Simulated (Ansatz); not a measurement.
**Chalcopyrite ZnGeP2**

Calculation: LDA+SOC in Ansatz (PAW).

Settings: plane-wave cutoff 520 eV, 10×10×10 k mesh, Fermi–Dirac smearing 0.01 eV, PAW data made under PBE.

Cell: measured lattice: a = b = 5.4600 Å, c = 10.7100 Å, α = β = γ = 90.00°.

For chalcopyrite ZnGeP2, the band gap is 1.03 eV (indirect). The smallest direct gap on the k points sampled is 1.16 eV.

Measured, for comparison: band gap 2.05 eV (temperature not stated, no zero-point or thermal correction, pseudodirect, our sources range from 1.80 to 2.20; as tabulated in Rashkeev et al. (1999), arXiv:cond-mat/9809378). Computed (rounded) less measured: band gap not scored (sources differ).

Note: cell and atoms aren't relaxed at this level (pressure -3.2 GPa).

Static lattice: no zero-point or thermal effects.

Ansatz is an electronic-structure program.
